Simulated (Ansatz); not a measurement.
## A relaxation, step by step

CH₇B, closed shell, PBE0-D4/def2-TZVP (Ansatz 0.2.0). Settings:

```yaml
hamiltonian: {xc: pbe0, dispersion: d4}
relax: {f_tol: 0.005, max_steps: 200}
```

Start, a step off a saddle point along its unstable mode:

B1  (0.349, -0.988, 0.191)
C2  (-0.314, 0.866, -0.150)
H3  (-0.755, -1.540, 0.117)
H4  (0.850, -0.764, 1.289)
H5  (0.362, 0.113, -0.567)
H6  (1.042, -1.150, -0.641)
H7  (-0.959, 1.014, -1.005)
H8  (-0.951, 0.762, 0.745)
H9  (0.376, 1.687, 0.021)
(Å)

| step | energy less the last (meV) | largest force component (eV/Å) |
| --- | --- | --- |
| 1 | 542.1 | 3.366 |
| 2 | 207.5 | 1.161 |
| 3 | 154.5 | 1.302 |
| 4 (rejected trial) | 186.6 | 1.157 |
| 5 | 67.0 | 0.393 |
| 6 | 29.2 | 0.178 |
| 7 | 16.4 | 0.334 |
| 8 | 15.1 | 0.372 |
| 9 | 12.5 | 0.287 |
| 10 | 0.4 | 0.033 |
| 11 | 0.1 | 0.027 |
| 12 | 0.0 | 0.003 |
| 13 (rejected trial) | 0.0 | 0.012 |
| 14 | 0.0 | 0.002 |

Step 2, positions (Å) and forces (eV/Å):

```tsv
atom	x	y	z	Fx	Fy	Fz
B1	0.345	-0.988	0.194	-0.404	-1.058	1.161
C2	-0.337	0.920	-0.155	-0.508	0.649	0.240
H3	-0.715	-1.563	0.140	0.143	0.269	-0.019
H4	0.830	-0.800	1.281	-0.125	0.136	-0.188
H5	0.359	0.150	-0.590	0.279	0.029	-0.372
H6	1.120	-1.329	-0.630	0.376	0.054	-0.536
H7	-0.999	1.100	-0.999	-0.008	0.078	-0.031
H8	-0.939	0.754	0.739	0.249	-0.195	-0.205
H9	0.336	1.757	0.020	-0.002	0.038	-0.051
```

Step 9, positions (Å) and forces (eV/Å):

```json
{"atom": "B1", "x": "0.410", "y": "-1.273", "z": "0.296", "Fx": "0.102", "Fy": "0.020", "Fz": "-0.124"}
{"atom": "C2", "x": "-0.359", "y": "1.063", "z": "-0.225", "Fx": "0.287", "Fy": "-0.199", "Fz": "-0.284"}
{"atom": "H3", "x": "-0.706", "y": "-1.669", "z": "0.194", "Fx": "-0.098", "Fy": "-0.053", "Fz": "0.026"}
{"atom": "H4", "x": "0.835", "y": "-0.899", "z": "1.342", "Fx": "0.011", "Fy": "0.002", "Fz": "0.102"}
{"atom": "H5", "x": "0.329", "y": "0.291", "z": "-0.651", "Fx": "-0.247", "Fy": "0.209", "Fz": "0.182"}
{"atom": "H6", "x": "1.174", "y": "-1.455", "z": "-0.607", "Fx": "0.033", "Fy": "-0.052", "Fz": "-0.016"}
{"atom": "H7", "x": "-1.077", "y": "1.287", "z": "-1.014", "Fx": "-0.007", "Fy": "0.006", "Fz": "0.073"}
{"atom": "H8", "x": "-0.872", "y": "0.728", "z": "0.672", "Fx": "-0.029", "Fy": "0.054", "Fz": "0.001"}
{"atom": "H9", "x": "0.267", "y": "1.927", "z": "-0.006", "Fx": "-0.053", "Fy": "0.014", "Fz": "0.040"}
```

Step 10, positions (Å) and forces (eV/Å):

```tsv
atom	x	y	z	Fx	Fy	Fz
B1	0.443	-1.355	0.306	0.028	-0.020	-0.015
C2	-0.372	1.117	-0.242	0.013	-0.033	0.006
H3	-0.684	-1.733	0.208	-0.026	-0.010	-0.008
H4	0.855	-0.965	1.355	0.014	0.008	0.017
H5	0.296	0.329	-0.629	-0.007	0.020	-0.005
H6	1.204	-1.521	-0.604	-0.016	0.012	0.014
H7	-1.093	1.341	-1.028	0.004	0.009	0.001
H8	-0.895	0.801	0.657	-0.004	0.009	-0.003
H9	0.247	1.985	-0.023	-0.006	0.006	-0.007
```

Last step (14):

| atom | x (Å) | y (Å) | z (Å) |
| --- | --- | --- | --- |
| B1 | 0.4465 | -1.3775 | 0.3151 |
| C2 | -0.3728 | 1.1300 | -0.2495 |
| H3 | -0.6824 | -1.7519 | 0.2152 |
| H4 | 0.8591 | -0.9851 | 1.3640 |
| H5 | 0.2990 | 0.3522 | -0.6447 |
| H6 | 1.2035 | -1.5319 | -0.5978 |
| H7 | -1.1002 | 1.3576 | -1.0275 |
| H8 | -0.8892 | 0.8024 | 0.6501 |
| H9 | 0.2365 | 2.0043 | -0.0250 |

The run took about 17 s on 2 CPU threads (shared host).
